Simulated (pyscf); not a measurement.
This saddle point was located with ωB97X-D3(BJ)/def2-SVP in PySCF.

```xyz
11

O     -2.9549     0.4022     0.5004
Zn    -1.4631    -0.8654     0.6983
O     -1.1038    -2.5913     1.0071
H     -3.5734     0.6376     1.1998
H     -0.1616    -2.7897     1.0223
C      0.0000     1.4125    -0.7256
O     -0.7263     0.9453     0.3808
H     -0.5236     1.2286    -1.6849
H      0.9860     0.9178    -0.7788
H      0.1790     2.4999    -0.6441
H     -1.9422     1.0599     0.4015
```

Surface: singlet, charge 0. Lowest wavenumbers (cm⁻¹): 862i, 90, 98, 111, 146.

Q: Which two sides does it connect, and which bonds change?

A: HO–Zn–OH + H₃C–OH <-> H₂O + H₃C–O–Zn–OH, a four-centre exchange read from left to right: O–Zn, H–O broken and H–O, O–Zn formed. At ωB97M-D3(BJ)/def2-TZVP it lies -4.6 kcal/mol from the left side and -7.2 kcal/mol from the right (each side as separated species at their lowest minima found). On the reactant side the descent ends in an adduct with a O–Zn contact, 15.1 kcal/mol under the separated species and 9.5 kcal/mol under the saddle at ωB97X-D3(BJ)/def2-TZVP. On the product side the descent ends in an adduct with a O–Zn contact, 15.1 kcal/mol under the separated species and 7.3 kcal/mol under the saddle at ωB97X-D3(BJ)/def2-TZVP. At ωB97M-D3(BJ) the saddle lies under the separated reactants, which points to a path from their complex (located at ωB97X-D3(BJ) alone). At ωB97M-D3(BJ) the saddle lies under the separated products, which points to a path from their complex (located at ωB97X-D3(BJ) alone), and parting the products costs more than the saddle. What is counted as formed (O–Zn) is already present as a longer contact in the reactant adduct; forming that adduct is a step of its own. What is counted as broken (O–Zn) persists as a longer contact in the product adduct; parting that adduct is a step of its own. One saddle was located; it need not be the lowest between these sides. Elements up to Kr have no core potential and no relativistic terms here.
